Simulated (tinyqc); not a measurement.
The integration grid: Kohn-Sham LDA (VWN5) on finer and finer grids in the sto-3g basis, for LiH+, spin multiplicity 2. Computed by the program tinyqc with PySCF. Self-consistent on each grid; the net force on the molecule should vanish.

Geometry (angstrom):
```
atom       x       y       z
Li    0.0000  0.0000  0.0000
H     0.0000  0.0000  1.7260
```

Kohn-Sham energy on Becke grids (radial x angular points per atom):
```
grid       points  residual of the electron count  E (hartree)  E - finest (mhartree)  largest net force without grid terms (hartree/bohr)
10 x 14       274                        4.77e-02    -7.548336             -44.882956                                             5.65e-02
15 x 26       771                       -1.25e-02    -7.498198               5.255302                                             8.21e-03
20 x 50      1987                        5.27e-05    -7.503411               0.042068                                             6.89e-04
30 x 86      5141                        3.34e-04    -7.503571              -0.117308                                             1.11e-04
50 x 194    19364                       -4.06e-06    -7.503456              -0.002145                                             1.16e-05
75 x 302    45210                        2.73e-07    -7.503453               0.000270                                             6.05e-07
120 x 590  141420                        7.27e-11    -7.503453               0.000000                                             2.84e-08
```

What does the comparison show, and why?

The energy is within 0.1 mhartree of the finest grid first at 20 x 50. The error has both signs, since quadrature is not variational. The electron count and the net force are cheap signs of a poor grid.
